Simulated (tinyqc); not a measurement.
Worked calculation: CCD on RHF in the sto-3g basis, frozen core, for H3O+, spin multiplicity 1. One step of it, computed by the program tinyqc.

Problem. Iteration 7 (converged): orbitals. Diagonalise F' = X^T F X, C = X C', fill 5 alpha and 5 beta electrons from the bottom; D = 2 C_occ C_occ^T. Each column has its largest component positive (the first on a tie).

converged F (hartree), order 1O 1s, 1O 2s, 1O 2px, 1O 2py, 1O 2pz, 2H 1s, 3H 1s, 4H 1s:
$$\begin{pmatrix}
-20.849917 & -5.310659 & 0.000010 & 0.000000 & 0.008939 & -1.306966 & -1.308622 & -1.308622 \\
-5.310659 & -3.018623 & 0.000125 & 0.000000 & 0.052930 & -1.306220 & -1.307324 & -1.307324 \\
0.000010 & 0.000125 & -0.969552 & 0.000000 & -0.000026 & -0.676885 & 0.338413 & 0.338413 \\
0.000000 & 0.000000 & 0.000000 & -0.969892 & 0.000000 & 0.000000 & -0.586501 & 0.586501 \\
0.008939 & 0.052930 & -0.000026 & 0.000000 & -0.922206 & 0.106051 & 0.106150 & 0.106150 \\
-1.306966 & -1.306220 & -0.676885 & 0.000000 & 0.106051 & -0.951630 & -0.462929 & -0.462929 \\
-1.308622 & -1.307324 & 0.338413 & -0.586501 & 0.106150 & -0.462929 & -0.952454 & -0.463143 \\
-1.308622 & -1.307324 & 0.338413 & 0.586501 & 0.106150 & -0.462929 & -0.463143 & -0.952454
\end{pmatrix}$$

X, order 1O 1s, 1O 2s, 1O 2px, 1O 2py, 1O 2pz, 2H 1s, 3H 1s, 4H 1s:
$$\begin{pmatrix}
-0.333885 & 0.000000 & 0.000822 & 0.817222 & 0.529011 & -0.000038 & 0.000000 & 0.130407 \\
1.408923 & 0.000000 & -0.002719 & -0.026357 & 0.095675 & -0.000008 & 0.000000 & 0.414494 \\
-0.002295 & 0.000000 & -1.002644 & 0.000127 & 0.000050 & 0.662910 & 0.000000 & -0.000044 \\
0.000000 & 1.003122 & 0.000000 & 0.000000 & 0.000000 & 0.000000 & 0.662816 & 0.000000 \\
-0.133031 & 0.000000 & 0.000222 & -0.563043 & 0.821418 & 0.000015 & 0.000000 & -0.039860 \\
-0.599142 & 0.000000 & 1.027199 & -0.130219 & -0.083692 & 0.432009 & 0.000000 & 0.302195 \\
-0.603124 & -0.888833 & -0.511729 & -0.130215 & -0.083698 & -0.215840 & 0.374021 & 0.302338 \\
-0.603124 & 0.888833 & -0.511729 & -0.130215 & -0.083698 & -0.215840 & -0.374021 & 0.302338
\end{pmatrix}$$

Give: F' = X^T F X; orbital energies; coefficients C; D after iteration 7.

Solution.

F' = X^T F X (hartree):
$$\begin{pmatrix}
-0.2731 & 0.0000 & 0.0018 & 1.6179 & 1.0356 & 0.0000 & 0.0000 & -0.0746 \\
0.0000 & 0.3426 & 0.0000 & 0.0000 & 0.0000 & 0.0000 & -0.0686 & 0.0000 \\
0.0018 & 0.0000 & 0.3420 & -0.0050 & -0.0033 & 0.0685 & 0.0000 & -0.0003 \\
1.6179 & 0.0000 & -0.0050 & -13.2376 & -8.4231 & 0.0008 & 0.0000 & -4.4943 \\
1.0356 & 0.0000 & -0.0033 & -8.4231 & -6.6792 & 0.0005 & 0.0000 & -3.0794 \\
0.0000 & 0.0000 & 0.0685 & 0.0008 & 0.0005 & -1.1443 & 0.0000 & 0.0004 \\
0.0000 & -0.0686 & 0.0000 & 0.0000 & 0.0000 & 0.0000 & -1.1446 & 0.0000 \\
-0.0746 & 0.0000 & -0.0003 & -4.4943 & -3.0794 & 0.0004 & 0.0000 & -3.2651
\end{pmatrix}$$

orbital energies (hartree): MO1 -20.8591, MO2 -1.8064, MO3 -1.1477, MO4 -1.1474, MO5 -0.9215, MO6 0.1319, MO7 0.3451, MO8 0.3458

coefficients C, order 1O 1s, 1O 2s, 1O 2px, 1O 2py, 1O 2pz, 2H 1s, 3H 1s, 4H 1s:
$$\begin{pmatrix}
0.9938 & -0.2409 & 0.0000 & 0.0000 & -0.0262 & -0.1726 & -0.0002 & 0.0000 \\
0.0291 & 0.8666 & 0.0000 & 0.0002 & 0.1286 & 1.1825 & 0.0019 & 0.0000 \\
0.0000 & -0.0001 & 0.0000 & 0.7083 & -0.0001 & 0.0011 & -0.9711 & 0.0000 \\
0.0000 & 0.0000 & 0.7082 & 0.0000 & 0.0000 & 0.0000 & 0.0000 & 0.9716 \\
-0.0013 & -0.0543 & 0.0000 & 0.0001 & 0.9910 & -0.1614 & -0.0003 & 0.0000 \\
-0.0055 & 0.0981 & 0.0000 & 0.3844 & -0.0327 & -0.6841 & 1.0438 & 0.0000 \\
-0.0055 & 0.0982 & 0.3328 & -0.1921 & -0.0327 & -0.6827 & -0.5233 & -0.9051 \\
-0.0055 & 0.0982 & -0.3328 & -0.1921 & -0.0327 & -0.6827 & -0.5233 & 0.9051
\end{pmatrix}$$

D after iteration 7, order 1O 1s, 1O 2s, 1O 2px, 1O 2py, 1O 2pz, 2H 1s, 3H 1s, 4H 1s:
$$\begin{pmatrix}
2.0928 & -0.3664 & 0.0000 & 0.0000 & -0.0285 & -0.0565 & -0.0565 & -0.0565 \\
-0.3664 & 1.5369 & 0.0001 & 0.0000 & 0.1607 & 0.1614 & 0.1614 & 0.1614 \\
0.0000 & 0.0001 & 1.0033 & 0.0000 & 0.0000 & 0.5445 & -0.2721 & -0.2721 \\
0.0000 & 0.0000 & 0.0000 & 1.0032 & 0.0000 & 0.0000 & 0.4714 & -0.4714 \\
-0.0285 & 0.1607 & 0.0000 & 0.0000 & 1.9700 & -0.0754 & -0.0754 & -0.0754 \\
-0.0565 & 0.1614 & 0.5445 & 0.0000 & -0.0754 & 0.3169 & -0.1262 & -0.1262 \\
-0.0565 & 0.1614 & -0.2721 & 0.4714 & -0.0754 & -0.1262 & 0.3168 & -0.1262 \\
-0.0565 & 0.1614 & -0.2721 & -0.4714 & -0.0754 & -0.1262 & -0.1262 & 0.3168
\end{pmatrix}$$
